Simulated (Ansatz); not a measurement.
# BFH2: the cost of one run

All numbers below are computed with Ansatz 0.2.0 (RKS B3LYP-D4/cc-pVDZ).

### Step 1. The starting structure

Bond lengths: B1–F4 1.320 Å.

As a file:

```xyz
4

B     0.0000    0.0000    0.0000
H     0.8690    0.0000    1.0849
H     1.3740    0.0000    0.2102
F    -1.1431    0.0000   -0.6600
```

### Step 2. A restrained relaxation towards end A

Springs on the bonds that form and break draw the guess towards this end; the thresholds are loose.

The input, input.yaml:

```yaml
crystal:
  periodic: [false, false, false]
  atoms:
    - { symbol: B, position_ang: [0.0, 0.0, 0.0] }
    - { symbol: H, position_ang: [0.869, 0.0, 1.0849] }
    - { symbol: H, position_ang: [1.374, 0.0, 0.2102] }
    - { symbol: F, position_ang: [-1.1431, 0.0, -0.66] }
basis:
  gaussian: { orbitals: cc-pVDZ }
hamiltonian:
  xc: b3lyp
  dispersion: d4
relax:
  f_tol: 0.15
  max_steps: 25
  restrain:
    - { distance: [1, 2], at: 1.86, k: 30.0 }
    - { distance: [0, 1], at: 1.19, k: 30.0 }
    - { distance: [0, 2], at: 1.19, k: 30.0 }
```

On the command line:

```bash
ansatz run input.yaml --threads 1 --pin off --max-ram 2048MiB --backend cpu --events-out ev --progress --plain --runs-dir out
```

Q: Estimate wall time and peak memory on 1 thread of Intel Xeon Platinum 8259CL at 2.50GHz (Skylake/Cascade Lake), shared host.

About 4.5 s, with a peak of 0.12 GiB.
